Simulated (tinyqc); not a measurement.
Inside a calculation (part 2 of 3). Method: UKS/exchange-only LDA in the sto-6g basis, for BH2, spin multiplicity 2. Computed by tinyqc, a small Python program that keeps every step (integrals from PySCF). Command: `OMP_NUM_THREADS=1 python tinyqc.py 22013 22014 out.jsonl` (the two numbers bound the seeds that draw the settings). One thread of a shared host (Intel(R) Xeon(R) Processor @ 2.60GHz), about 3 s of CPU time with the checks.

Geometry (angstrom):
```
atom         x          y         z
B     0.000000   0.000000  0.000000
H     0.000000   1.274000  0.571000
H     0.000000  -1.318000  0.591000
```

## Iteration 1: diagonalisation and new density

F(alpha) (hartree), order 1B 1s, 1B 2s, 1B 2px, 1B 2py, 1B 2pz, 2H 1s, 3H 1s:
$$\begin{pmatrix}
-5.222605 & -1.607930 & 0.000000 & -0.000858 & 0.019401 & -0.264546 & -0.237044 \\
-1.607930 & -0.322747 & 0.000000 & -0.006537 & 0.013740 & -0.184060 & -0.172131 \\
0.000000 & 0.000000 & 0.457428 & 0.000000 & 0.000000 & 0.000000 & 0.000000 \\
-0.000858 & -0.006537 & 0.000000 & 0.373751 & -0.002538 & -0.103162 & 0.099477 \\
0.019401 & 0.013740 & 0.000000 & -0.002538 & 0.452556 & -0.039294 & -0.038803 \\
-0.264546 & -0.184060 & 0.000000 & -0.103162 & -0.039294 & -0.101056 & -0.032846 \\
-0.237044 & -0.172131 & 0.000000 & 0.099477 & -0.038803 & -0.032846 & -0.101471
\end{pmatrix}$$

F(beta) (hartree), order 1B 1s, 1B 2s, 1B 2px, 1B 2py, 1B 2pz, 2H 1s, 3H 1s:
$$\begin{pmatrix}
-5.206505 & -1.594843 & 0.000000 & -0.000865 & 0.017796 & -0.262776 & -0.235454 \\
-1.594843 & -0.263136 & 0.000000 & -0.006567 & 0.002940 & -0.172938 & -0.161905 \\
0.000000 & 0.000000 & 0.564713 & 0.000000 & 0.000000 & 0.000000 & 0.000000 \\
-0.000865 & -0.006567 & 0.000000 & 0.403850 & -0.002519 & -0.097137 & 0.093824 \\
0.017796 & 0.002940 & 0.000000 & -0.002519 & 0.493981 & -0.037658 & -0.037233 \\
-0.262776 & -0.172938 & 0.000000 & -0.097137 & -0.037658 & -0.092446 & -0.031577 \\
-0.235454 & -0.161905 & 0.000000 & 0.093824 & -0.037233 & -0.031577 & -0.093054
\end{pmatrix}$$

X, order 1B 1s, 1B 2s, 1B 2px, 1B 2py, 1B 2pz, 2H 1s, 3H 1s:
$$\begin{pmatrix}
-0.359351 & 0.131150 & 0.749428 & 0.000000 & -0.563210 & -0.025391 & 0.244172 \\
1.001773 & -0.320749 & -0.267599 & 0.000000 & -0.233814 & -0.044379 & 0.496628 \\
0.000000 & 0.000000 & 0.000000 & 1.000000 & 0.000000 & 0.000000 & 0.000000 \\
0.341222 & 0.967171 & -0.004305 & 0.000000 & 0.001917 & 0.587713 & 0.047134 \\
0.379025 & -0.119311 & 0.631093 & 0.000000 & 0.698201 & -0.015877 & 0.180557 \\
-0.917695 & -0.501922 & -0.222385 & 0.000000 & 0.173730 & 0.365090 & 0.393751 \\
-0.408128 & 0.923639 & -0.234161 & 0.000000 & 0.181366 & -0.430873 & 0.325732
\end{pmatrix}$$

Diagonalise F' = X^T F X, C = X C', fill 4 alpha and 3 beta electrons from the bottom; D(s) = C_occ C_occ^T. Each column has its largest component positive (the first on a tie).

F' = X^T F X (alpha) (hartree):
$$\begin{pmatrix}
0.452923 & 0.082320 & 0.476721 & 0.000000 & -0.305780 & 0.047592 & 0.433890 \\
0.082320 & 0.593457 & -0.194184 & 0.000000 & 0.137044 & 0.275091 & -0.147274 \\
0.476721 & -0.194184 & -1.981039 & 0.000000 & 2.303099 & 0.126231 & -1.371211 \\
0.000000 & 0.000000 & 0.000000 & 0.457428 & 0.000000 & 0.000000 & 0.000000 \\
-0.305780 & 0.137044 & 2.303099 & 0.000000 & -1.794966 & -0.128868 & 1.399696 \\
0.047592 & 0.275091 & 0.126231 & 0.000000 & -0.128868 & 0.004431 & 0.092339 \\
0.433890 & -0.147274 & -1.371211 & 0.000000 & 1.399696 & 0.092339 & -1.023584
\end{pmatrix}$$

orbital energies (alpha) (hartree): MO1 -5.233489, MO2 -0.127248, MO3 -0.091968, MO4 0.341402, MO5 0.457428, MO6 0.627058, MO7 0.735468

coefficients C (alpha), order 1B 1s, 1B 2s, 1B 2px, 1B 2py, 1B 2pz, 2H 1s, 3H 1s:
$$\begin{pmatrix}
0.986175 & -0.127824 & -0.006950 & -0.243735 & 0.000000 & -0.191104 & -0.024309 \\
0.051637 & 0.228096 & 0.010324 & 0.885743 & 0.000000 & 0.793091 & 0.113937 \\
0.000000 & 0.000000 & 0.000000 & 0.000000 & 1.000000 & 0.000000 & 0.000000 \\
0.000597 & 0.001922 & 0.186051 & -0.012102 & 0.000000 & -0.119083 & 1.162134 \\
-0.000552 & 0.035971 & 0.000938 & -0.584540 & 0.000000 & 0.851607 & 0.091068 \\
-0.010453 & 0.583971 & 0.645967 & -0.304585 & 0.000000 & -0.449916 & -0.639107 \\
-0.009735 & 0.610369 & -0.638813 & -0.297299 & 0.000000 & -0.540136 & 0.488152
\end{pmatrix}$$

F' = X^T F X (beta) (hartree):
$$\begin{pmatrix}
0.485684 & 0.078650 & 0.470406 & 0.000000 & -0.312983 & 0.050062 & 0.457140 \\
0.078650 & 0.616496 & -0.192072 & 0.000000 & 0.139537 & 0.288326 & -0.153754 \\
0.470406 & -0.192072 & -1.952794 & 0.000000 & 2.321364 & 0.126500 & -1.375551 \\
0.000000 & 0.000000 & 0.000000 & 0.564713 & 0.000000 & 0.000000 & 0.000000 \\
-0.312983 & 0.139537 & 2.321364 & 0.000000 & -1.759202 & -0.127963 & 1.389679 \\
0.050062 & 0.288326 & 0.126500 & 0.000000 & -0.127963 & 0.022774 & 0.091448 \\
0.457140 & -0.153754 & -1.375551 & 0.000000 & 1.389679 & 0.091448 & -0.994138
\end{pmatrix}$$

orbital energies (beta) (hartree): MO1 -5.216450, MO2 -0.112971, MO3 -0.082226, MO4 0.400785, MO5 0.564713, MO6 0.663777, MO7 0.765906

coefficients C (beta), order 1B 1s, 1B 2s, 1B 2px, 1B 2py, 1B 2pz, 2H 1s, 3H 1s:
$$\begin{pmatrix}
0.986880 & -0.116894 & -0.007814 & -0.242749 & 0.000000 & -0.195383 & -0.026228 \\
0.049153 & 0.189714 & 0.010590 & 0.880162 & 0.000000 & 0.808312 & 0.121426 \\
0.000000 & 0.000000 & 0.000000 & 0.000000 & 1.000000 & 0.000000 & 0.000000 \\
0.000573 & -0.000163 & 0.173886 & -0.012242 & 0.000000 & -0.127013 & 1.163178 \\
-0.000337 & 0.040421 & 0.001713 & -0.595886 & 0.000000 & 0.843001 & 0.095621 \\
-0.009891 & 0.592683 & 0.659856 & -0.278573 & 0.000000 & -0.441389 & -0.634705 \\
-0.009213 & 0.633566 & -0.636272 & -0.273072 & 0.000000 & -0.537823 & 0.478539
\end{pmatrix}$$

D(alpha) after iteration 1, order 1B 1s, 1B 2s, 1B 2px, 1B 2py, 1B 2pz, 2H 1s, 3H 1s:
$$\begin{pmatrix}
1.048334 & -0.194192 & 0.000000 & 0.002000 & 0.137324 & -0.015205 & -0.010718 \\
-0.194192 & 0.839341 & 0.000000 & -0.008330 & -0.509566 & -0.130454 & -0.131206 \\
0.000000 & 0.000000 & 0.000000 & 0.000000 & 0.000000 & 0.000000 & 0.000000 \\
0.002000 & -0.008330 & 0.000000 & 0.034766 & 0.007318 & 0.124985 & -0.114087 \\
0.137324 & -0.509566 & 0.000000 & 0.007318 & 0.342982 & 0.199660 & 0.195145 \\
-0.015205 & -0.130454 & 0.000000 & 0.124985 & 0.199660 & 0.851176 & 0.034440 \\
-0.010718 & -0.131206 & 0.000000 & -0.114087 & 0.195145 & 0.034440 & 0.869115
\end{pmatrix}$$

D(beta) after iteration 1, order 1B 1s, 1B 2s, 1B 2px, 1B 2py, 1B 2pz, 2H 1s, 3H 1s:
$$\begin{pmatrix}
0.987656 & 0.026249 & 0.000000 & -0.000774 & -0.005071 & -0.084198 & -0.078181 \\
0.026249 & 0.038520 & 0.000000 & 0.001839 & 0.007670 & 0.118942 & 0.113005 \\
0.000000 & 0.000000 & 0.000000 & 0.000000 & 0.000000 & 0.000000 & 0.000000 \\
-0.000774 & 0.001839 & 0.000000 & 0.030237 & 0.000291 & 0.114638 & -0.110747 \\
-0.005071 & 0.007670 & 0.000000 & 0.000291 & 0.001637 & 0.025091 & 0.024523 \\
-0.084198 & 0.118942 & 0.000000 & 0.114638 & 0.025091 & 0.786780 & -0.044253 \\
-0.078181 & 0.113005 & 0.000000 & -0.110747 & 0.024523 & -0.044253 & 0.806333
\end{pmatrix}$$

## Iteration 2: exchange-correlation on the grid

Becke grid with 15 radial and 26 angular points per atom, points of zero weight dropped. rho = sum D_ij phi_i phi_j; V_xc,ij = sum w v_xc phi_i phi_j; v_xc is d(rho eps)/d rho(s) for spin s.

The 16 grid points with the largest w rho, of 1166 (bohr, atomic units):
```
x                  y          z         w  rho(alpha)  rho(beta)     eps_xc  v_xc(alpha)
0.000000    0.000000  -1.899687  1.475005    0.034215   0.000415  -0.299301    -0.402785
0.000000    0.000000  -1.300000  0.527295    0.095189   0.001464  -0.420034    -0.566494
0.000000   -1.899687   0.000000  0.697292    0.034349   0.032163  -0.299311    -0.403310
0.000000    1.899687   0.000000  0.601163    0.038570   0.037134  -0.312459    -0.419197
0.000000    0.000000   0.289735  0.009286    2.300389   2.141590  -1.214415    -1.637825
0.000000    0.289735   0.000000  0.009286    2.202243   2.148331  -1.205726    -1.614193
0.000000   -0.289735   0.000000  0.009286    2.199844   2.149265  -1.205586    -1.613607
0.289735    0.000000   0.000000  0.009286    2.196790   2.145493  -1.204956    -1.612860
-0.289735   0.000000   0.000000  0.009286    2.196790   2.145493  -1.204956    -1.612860
0.000000    0.000000  -0.289735  0.009286    2.153133   2.149711  -1.201260    -1.602104
0.000000   -1.343281   1.343281  0.484299    0.039523   0.037844  -0.314738    -0.422619
0.000000    1.343281   1.343281  0.404111    0.046249   0.043926  -0.331242    -0.445350
0.000000    0.204874   0.204874  0.007429    2.267787   2.144125  -1.211536    -1.630051
0.000000   -0.204874   0.204874  0.007429    2.264651   2.144726  -1.211292    -1.629299
0.204874    0.000000   0.204874  0.007429    2.263804   2.142698  -1.211033    -1.629096
-0.204874   0.000000   0.204874  0.007429    2.263804   2.142698  -1.211033    -1.629096
```

electrons on the grid, sum of w rho = 7.004074

E_xc = sum of w rho eps_xc = -4.11554076 hartree

V_xc(alpha) (hartree), order 1B 1s, 1B 2s, 1B 2px, 1B 2py, 1B 2pz, 2H 1s, 3H 1s:
$$\begin{pmatrix}
-1.701232 & -0.232007 & 0.000000 & -0.000059 & 0.010136 & -0.040425 & -0.036131 \\
-0.232007 & -0.374012 & 0.000000 & -0.001437 & 0.047398 & -0.138533 & -0.128908 \\
0.000000 & 0.000000 & -0.342595 & 0.000000 & 0.000000 & 0.000000 & 0.000000 \\
-0.000059 & -0.001437 & 0.000000 & -0.400638 & -0.001874 & -0.148937 & 0.139963 \\
0.010136 & 0.047398 & 0.000000 & -0.001874 & -0.378978 & -0.057833 & -0.054433 \\
-0.040425 & -0.138533 & 0.000000 & -0.148937 & -0.057833 & -0.443452 & -0.014513 \\
-0.036131 & -0.128908 & 0.000000 & 0.139963 & -0.054433 & -0.014513 & -0.443192
\end{pmatrix}$$

V_xc(beta) (hartree), order 1B 1s, 1B 2s, 1B 2px, 1B 2py, 1B 2pz, 2H 1s, 3H 1s:
$$\begin{pmatrix}
-1.671776 & -0.215353 & 0.000000 & -0.000406 & -0.002259 & -0.038328 & -0.034197 \\
-0.215353 & -0.272907 & 0.000000 & -0.003859 & -0.042792 & -0.124364 & -0.115447 \\
0.000000 & 0.000000 & -0.241344 & 0.000000 & 0.000000 & 0.000000 & 0.000000 \\
-0.000406 & -0.003859 & 0.000000 & -0.326662 & -0.000657 & -0.140251 & 0.131019 \\
-0.002259 & -0.042792 & 0.000000 & -0.000657 & -0.250903 & -0.065989 & -0.062032 \\
-0.038328 & -0.124364 & 0.000000 & -0.140251 & -0.065989 & -0.433903 & -0.013303 \\
-0.034197 & -0.115447 & 0.000000 & 0.131019 & -0.062032 & -0.013303 & -0.434061
\end{pmatrix}$$

## Iteration 2: building the Kohn-Sham matrix

core Hamiltonian H = T + V (hartree), order 1B 1s, 1B 2s, 1B 2px, 1B 2py, 1B 2pz, 2H 1s, 3H 1s:
$$\begin{pmatrix}
-13.189870 & -3.275517 & 0.000000 & -0.000853 & -0.011230 & -0.540735 & -0.484323 \\
-3.275517 & -4.110290 & 0.000000 & -0.006281 & -0.101503 & -1.369951 & -1.275907 \\
0.000000 & 0.000000 & -3.302422 & 0.000000 & 0.000000 & 0.000000 & 0.000000 \\
-0.000853 & -0.006281 & 0.000000 & -3.445222 & -0.002366 & -1.212632 & 1.145640 \\
-0.011230 & -0.101503 & 0.000000 & -0.002366 & -3.331121 & -0.557357 & -0.526981 \\
-0.540735 & -1.369951 & 0.000000 & -1.212632 & -0.557357 & -2.558704 & -0.170526 \\
-0.484323 & -1.275907 & 0.000000 & 1.145640 & -0.526981 & -0.170526 & -2.497729
\end{pmatrix}$$

nuclear repulsion = 3.93111304 hartree

Given earlier and not repeated: Two-electron integrals (ij|kl) in chemists' order.

J_ij = sum D_kl (ij|kl) with D = D(alpha) + D(beta); F = H + J + V_xc; E = tr D H + tr D J / 2 + E_xc + E_nn.

Coulomb J (hartree), order 1B 1s, 1B 2s, 1B 2px, 1B 2py, 1B 2pz, 2H 1s, 3H 1s:
$$\begin{pmatrix}
8.174566 & 1.566421 & 0.000000 & 0.001092 & -0.001025 & 0.261997 & 0.234360 \\
1.566421 & 3.519590 & 0.000000 & 0.005212 & 0.068773 & 1.206139 & 1.126820 \\
0.000000 & 0.000000 & 3.433297 & 0.000000 & 0.000000 & 0.000000 & 0.000000 \\
0.001092 & 0.005212 & 0.000000 & 3.629221 & 0.002088 & 1.191502 & -1.127233 \\
-0.001025 & 0.068773 & 0.000000 & 0.002088 & 3.496249 & 0.540587 & 0.511832 \\
0.261997 & 1.206139 & 0.000000 & 1.191502 & 0.540587 & 2.977982 & 0.137850 \\
0.234360 & 1.126820 & 0.000000 & -1.127233 & 0.511832 & 0.137850 & 2.951935
\end{pmatrix}$$

F(alpha) (hartree), order 1B 1s, 1B 2s, 1B 2px, 1B 2py, 1B 2pz, 2H 1s, 3H 1s:
$$\begin{pmatrix}
-6.716536 & -1.941104 & 0.000000 & 0.000180 & -0.002120 & -0.319163 & -0.286093 \\
-1.941104 & -0.964711 & 0.000000 & -0.002506 & 0.014668 & -0.302345 & -0.277995 \\
0.000000 & 0.000000 & -0.211720 & 0.000000 & 0.000000 & 0.000000 & 0.000000 \\
0.000180 & -0.002506 & 0.000000 & -0.216638 & -0.002152 & -0.170067 & 0.158370 \\
-0.002120 & 0.014668 & 0.000000 & -0.002152 & -0.213849 & -0.074604 & -0.069581 \\
-0.319163 & -0.302345 & 0.000000 & -0.170067 & -0.074604 & -0.024174 & -0.047189 \\
-0.286093 & -0.277995 & 0.000000 & 0.158370 & -0.069581 & -0.047189 & 0.011014
\end{pmatrix}$$

F(beta) (hartree), order 1B 1s, 1B 2s, 1B 2px, 1B 2py, 1B 2pz, 2H 1s, 3H 1s:
$$\begin{pmatrix}
-6.687081 & -1.924450 & 0.000000 & -0.000167 & -0.014514 & -0.317066 & -0.284159 \\
-1.924450 & -0.863606 & 0.000000 & -0.004928 & -0.075522 & -0.288176 & -0.264534 \\
0.000000 & 0.000000 & -0.110469 & 0.000000 & 0.000000 & 0.000000 & 0.000000 \\
-0.000167 & -0.004928 & 0.000000 & -0.142662 & -0.000935 & -0.161382 & 0.149426 \\
-0.014514 & -0.075522 & 0.000000 & -0.000935 & -0.085774 & -0.082759 & -0.077181 \\
-0.317066 & -0.288176 & 0.000000 & -0.161382 & -0.082759 & -0.014625 & -0.045979 \\
-0.284159 & -0.264534 & 0.000000 & 0.149426 & -0.077181 & -0.045979 & 0.020145
\end{pmatrix}$$

total energy of this density = -24.60793147 hartree

## Iteration 2: diagonalisation and new density

As before.

F' = X^T F X (alpha) (hartree):
$$\begin{pmatrix}
0.086297 & 0.100619 & 0.720658 & 0.000000 & -0.563061 & -0.058135 & 0.156156 \\
0.100619 & 0.287726 & -0.290551 & 0.000000 & 0.232598 & -0.129212 & -0.087259 \\
0.720658 & -0.290551 & -2.982977 & 0.000000 & 2.572260 & 0.167754 & -1.743818 \\
0.000000 & 0.000000 & 0.000000 & -0.211720 & 0.000000 & 0.000000 & 0.000000 \\
-0.563061 & 0.232598 & 2.572260 & 0.000000 & -2.671892 & -0.164058 & 1.713603 \\
-0.058135 & -0.129212 & 0.167754 & 0.000000 & -0.164058 & -0.226087 & 0.106573 \\
0.156156 & -0.087259 & -1.743818 & 0.000000 & 1.713603 & 0.106573 & -1.464294
\end{pmatrix}$$

orbital energies (alpha) (hartree): MO1 -6.721489, MO2 -0.445139, MO3 -0.252831, MO4 -0.223237, MO5 -0.211720, MO6 0.306869, MO7 0.364599

coefficients C (alpha), order 1B 1s, 1B 2s, 1B 2px, 1B 2py, 1B 2pz, 2H 1s, 3H 1s:
$$\begin{pmatrix}
0.991492 & -0.286085 & 0.009259 & 0.009517 & 0.000000 & 0.142099 & 0.013257 \\
0.032766 & 0.953159 & -0.041944 & -0.069567 & 0.000000 & -0.747447 & -0.080348 \\
0.000000 & 0.000000 & 0.000000 & 0.000000 & 1.000000 & 0.000000 & 0.000000 \\
0.000240 & 0.011903 & 0.811573 & -0.103304 & 0.000000 & 0.031396 & -0.853846 \\
0.002419 & -0.064206 & 0.109837 & 0.944879 & 0.000000 & -0.407379 & -0.039541 \\
-0.006995 & 0.108000 & 0.225791 & 0.094368 & 0.000000 & 0.769238 & 0.893718 \\
-0.006578 & 0.089712 & -0.184298 & 0.136610 & 0.000000 & 0.868186 & -0.764649
\end{pmatrix}$$

F' = X^T F X (beta) (hartree):
$$\begin{pmatrix}
0.120655 & 0.108456 & 0.690314 & 0.000000 & -0.589317 & -0.047710 & 0.174959 \\
0.108456 & 0.345011 & -0.278994 & 0.000000 & 0.243047 & -0.091439 & -0.091433 \\
0.690314 & -0.278994 & -2.888505 & 0.000000 & 2.651359 & 0.170426 & -1.769209 \\
0.000000 & 0.000000 & 0.000000 & -0.110469 & 0.000000 & 0.000000 & 0.000000 \\
-0.589317 & 0.243047 & 2.651359 & 0.000000 & -2.557336 & -0.159863 & 1.676439 \\
-0.047710 & -0.091439 & 0.170426 & 0.000000 & -0.159863 & -0.189377 & 0.106365 \\
0.174959 & -0.091433 & -1.769209 & 0.000000 & 1.676439 & 0.106365 & -1.435230
\end{pmatrix}$$

orbital energies (beta) (hartree): MO1 -6.691532, MO2 -0.374264, MO3 -0.198664, MO4 -0.110469, MO5 -0.068012, MO6 0.320358, MO7 0.407333

coefficients C (beta), order 1B 1s, 1B 2s, 1B 2px, 1B 2py, 1B 2pz, 2H 1s, 3H 1s:
$$\begin{pmatrix}
0.992026 & -0.264520 & 0.012997 & 0.000000 & 0.095413 & 0.148217 & -0.010916 \\
0.030875 & 0.867534 & -0.050697 & 0.000000 & -0.359408 & -0.768980 & 0.068356 \\
0.000000 & 0.000000 & 0.000000 & 1.000000 & 0.000000 & 0.000000 & 0.000000 \\
0.000311 & 0.024917 & 0.759468 & 0.000000 & -0.006310 & 0.023030 & 0.906377 \\
0.004605 & 0.232135 & -0.013223 & 0.000000 & 0.929142 & -0.397431 & 0.034215 \\
-0.006886 & 0.159146 & 0.264315 & 0.000000 & 0.069708 & 0.780496 & -0.867633 \\
-0.006434 & 0.130165 & -0.256462 & 0.000000 & 0.064874 & 0.856189 & 0.761005
\end{pmatrix}$$

D(alpha) after iteration 2, order 1B 1s, 1B 2s, 1B 2px, 1B 2py, 1B 2pz, 2H 1s, 3H 1s:
$$\begin{pmatrix}
1.065078 & -0.241248 & 0.000000 & 0.003364 & 0.030777 & -0.034844 & -0.032594 \\
-0.241248 & 0.916184 & 0.000000 & -0.015501 & -0.131459 & 0.086676 & 0.083521 \\
0.000000 & 0.000000 & 0.000000 & 0.000000 & 0.000000 & 0.000000 & 0.000000 \\
0.003364 & -0.015501 & 0.000000 & 0.669463 & -0.009233 & 0.174781 & -0.162617 \\
0.030777 & -0.131459 & 0.000000 & -0.009233 & 0.908989 & 0.107016 & 0.103062 \\
-0.034844 & 0.086676 & 0.000000 & 0.174781 & 0.107016 & 0.071600 & -0.018986 \\
-0.032594 & 0.083521 & 0.000000 & -0.162617 & 0.103062 & -0.018986 & 0.060720
\end{pmatrix}$$

D(beta) after iteration 2, order 1B 1s, 1B 2s, 1B 2px, 1B 2py, 1B 2pz, 2H 1s, 3H 1s:
$$\begin{pmatrix}
1.054255 & -0.199510 & 0.000000 & 0.003588 & -0.057008 & -0.045493 & -0.044148 \\
-0.199510 & 0.756139 & 0.000000 & -0.016877 & 0.202198 & 0.124452 & 0.125726 \\
0.000000 & 0.000000 & 0.000000 & 0.000000 & 0.000000 & 0.000000 & 0.000000 \\
0.003588 & -0.016877 & 0.000000 & 0.577413 & -0.004257 & 0.204702 & -0.191533 \\
-0.057008 & 0.202198 & 0.000000 & -0.004257 & 0.054083 & 0.033417 & 0.033577 \\
-0.045493 & 0.124452 & 0.000000 & 0.204702 & 0.033417 & 0.095237 & -0.047027 \\
-0.044148 & 0.125726 & 0.000000 & -0.191533 & 0.033577 & -0.047027 & 0.082757
\end{pmatrix}$$
